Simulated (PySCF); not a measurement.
A structure optimised at PBE0-D3(BJ)/def2-TZVP, used in a PySCF frequency run:

```xyz
6

C     -0.0974    -1.1612     0.0000
C      0.4240     0.2420     0.0000
O     -0.1700     1.2563     0.0000
H      0.2956    -1.6772    -0.8781
H      0.2956    -1.6772     0.8781
H     -1.1910    -1.1804     0.0000
```
Charge 0, spin multiplicity 2.

**Question.** Write its SMILES, formula and point group.

**Answer.** C[C]=O, C2H3O, Cs

**Question.** What are its rotational constants (standard atomic weights)?

**Answer.** 85.905, 10.044, 9.5195 GHz
